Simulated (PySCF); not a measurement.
Compound: C5H5F.
Numbering: `[F:1][C:2]1=[CH:3][CH2:4][CH:5]=[CH:6]1` (hydrogens: H7 on C3; H8, H9 on C4; H10 on C5; H11 on C6)

The same species was optimised twice, with GFN2-xTB and with PBE0-D3(BJ)/def2-SVP (PySCF), and the same property calculations (PySCF, gas phase) were run on both structures.

| coordinate | GFN2-xTB | PBE0-D3(BJ)/def2-SVP | change |
| --- | --- | --- | --- |
| F1–C2 (Å) | 1.341 | 1.324 | -0.017 |
| C2–C6 (Å) | 1.446 | 1.459 | +0.013 |
| C5=C6 (Å) | 1.339 | 1.348 | +0.009 |
| C2=C3 (Å) | 1.339 | 1.347 | +0.008 |
| C4–C5 (Å) | 1.494 | 1.498 | +0.004 |
| C3–C4 (Å) | 1.492 | 1.495 | +0.003 |
| C3–C4–C5 (°) | 103.3 | 104.5 | +1.2 |
| C2–C3–C4 (°) | 107.8 | 106.9 | -0.9 |
| F1–C2–C6 (°) | 122.3 | 121.5 | -0.8 |
| C4–C5–C6 (°) | 109.9 | 109.2 | -0.7 |
| F1–C2–C3 (°) | 126.4 | 126.8 | +0.4 |
| C3–C2–C6 (°) | 111.3 | 111.7 | +0.4 |
| C2–C6–C5 (°) | 107.8 | 107.7 | -0.1 |

Rotational constants: A = 8365, B = 3369, C = 2438 MHz (GFN2-xTB) against A = 8222, B = 3384, C = 2434 MHz (PBE0-D3(BJ)/def2-SVP). Point groups within 0.08 Å: Cs and Cs.

On the GFN2-xTB structure: lowest singlet, TDDFT (eV) 5.25 [CAM-B3LYP/def2-SVPD]; lowest triplet, Tamm–Dancoff (eV) 3.18 [CAM-B3LYP/def2-SVPD]; isotropic polarisability (au) 55.1 [CAM-B3LYP/def2-SVPD]; HOMO (eV) -7.87 [CAM-B3LYP/def2-SVPD]; LUMO (eV) 0.41 [CAM-B3LYP/def2-SVPD]; dipole (D) 2.13 [CAM-B3LYP/def2-SVPD]; HOMO (eV) -6.56 [PBE0/pcSseg-1]; LUMO (eV) -0.68 [PBE0/pcSseg-1]; dipole (D) 2.02 [PBE0/pcSseg-1]; GIAO shielding of F1 (ppm) 300.8 [PBE0/pcSseg-1]; GIAO shielding of C2 (ppm) 12.2 [PBE0/pcSseg-1]; GIAO shielding of C3 (ppm) 74.4 [PBE0/pcSseg-1]; GIAO shielding of C4 (ppm) 146.6 [PBE0/pcSseg-1]; GIAO shielding of C5 (ppm) 43.9 [PBE0/pcSseg-1]; GIAO shielding of C6 (ppm) 51.8 [PBE0/pcSseg-1].

Problem. What do these properties become on the PBE0-D3(BJ)/def2-SVP structure?

Solution. 
```tsv
property	level	on GFN2-xTB	on PBE0-D3(BJ)/def2-SVP	change
lowest singlet, TDDFT (eV)	CAM-B3LYP/def2-SVPD	5.25	5.22	-0.03
lowest triplet, Tamm–Dancoff (eV)	CAM-B3LYP/def2-SVPD	3.18	3.16	-0.02
isotropic polarisability (au)	CAM-B3LYP/def2-SVPD	55.1	56.1	+1.0
HOMO (eV)	CAM-B3LYP/def2-SVPD	-7.87	-7.85	+0.02
LUMO (eV)	CAM-B3LYP/def2-SVPD	0.41	0.40	-0.01
dipole (D)	CAM-B3LYP/def2-SVPD	2.13	2.01	-0.12
energy, GFN2-xTB geometry as zero (kcal/mol)	CAM-B3LYP/def2-SVPD	0.0	-0.6	-0.6
HOMO (eV)	PBE0/pcSseg-1	-6.56	-6.53	+0.03
LUMO (eV)	PBE0/pcSseg-1	-0.68	-0.69	-0.01
dipole (D)	PBE0/pcSseg-1	2.02	1.91	-0.11
energy, GFN2-xTB geometry as zero (kcal/mol)	PBE0/pcSseg-1	0.0	-0.3	-0.3
GIAO shielding of F1 (ppm)	PBE0/pcSseg-1	300.8	299.4	-1.4
GIAO shielding of C2 (ppm)	PBE0/pcSseg-1	12.2	11.5	-0.7
GIAO shielding of C3 (ppm)	PBE0/pcSseg-1	74.4	75.0	+0.6
GIAO shielding of C4 (ppm)	PBE0/pcSseg-1	146.6	144.9	-1.7
GIAO shielding of C5 (ppm)	PBE0/pcSseg-1	43.9	41.4	-2.5
GIAO shielding of C6 (ppm)	PBE0/pcSseg-1	51.8	48.8	-3.0
```

The heavy atoms differ by 0.011 Å rms after alignment. Among bonds between heavy atoms F1–C2 changes most (-0.017 Å). Changes are differences of the printed values. Neither structure is proved a minimum here.
